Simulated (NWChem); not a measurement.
# Correlation energy of Al (+1)

```
Al
```
Charge +1, spin multiplicity 1.

The numbers come from NWChem runs, not from measurements.

Basis set: def2-SVP. Each correlation energy counts from its own Hartree-Fock reference.

The correlated methods keep 5 core orbitals frozen. No row is a measurement; the coupled-cluster row has its own basis-set and correlation limits.

```csv
method,correlation energy (mHa)
MP2,(withheld)
SCS-MP2,(withheld)
CCSD,-38.2
CR-CCSD[T],-38.2
CR-CCSD(T),-38.2
CCSDT,-38.2
```

### Question
Some entries are withheld; supply them.

### Answer

- MP2, correlation energy (mHa): -25.4
- SCS-MP2, correlation energy (mHa): -30.5
